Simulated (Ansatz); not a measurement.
```yaml
crystal:
  periodic: [false, false, false]
  atoms:
    - {symbol: Nb, position_ang: [0.000000, 0.000000, 0.000000]}
    - {symbol: C, position_ang: [0.000000, 0.000000, 2.210000]}
basis:
  gaussian: {orbitals: def2-TZVP}
magnetization: {spin_polarized: true, initial_magnetization: 3}
hamiltonian: {xc: pbe0}
relax: {f_tol: 0.004, max_steps: 80}
```

```sh
$ ansatz run in.yaml --threads 1 --pin off --events-out ev --progress --plain --max-ram 2176MiB
```

Steps of the relaxation (energy above the last step; positions in Å, forces in eV/Å):

```
2
step 1, 1706.3 meV
Nb    0.000    0.000    0.000    0.000    0.000    3.696
C     0.000    0.000    2.210    0.000    0.000   -3.696
```

```
2
step 2, 108.4 meV
Nb    0.000    0.000    0.195    0.000    0.000    2.587
C     0.000    0.000    2.015    0.000    0.000   -2.587
```

```
2
step 3, 3108.3 meV
Nb    0.000    0.000    0.390    0.000    0.000  -24.752
C     0.000    0.000    1.820    0.000    0.000   24.752
```

```
2
step 4, 8.3 meV
Nb    0.000    0.000    0.224    0.000    0.000    0.788
C     0.000    0.000    1.986    0.000    0.000   -0.788
```

```
2
step 6, 0.0 meV
Nb    0.000    0.000    0.234    0.000    0.000   -0.009
C     0.000    0.000    1.976    0.000    0.000    0.009
```

```
2
step 7, 0.0 meV
Nb    0.000    0.000    0.234    0.000    0.000    0.000
C     0.000    0.000    1.976    0.000    0.000    0.000
```

Close pairs at the end: Nb1–C2 1.741 Å.

A stationary point of unrestricted PBE0 after 7 steps, with ⟨S²⟩ = 3.777 against 3.75 for a pure state. 2.8 min on 1 thread of AMD EPYC 7571, shared host.
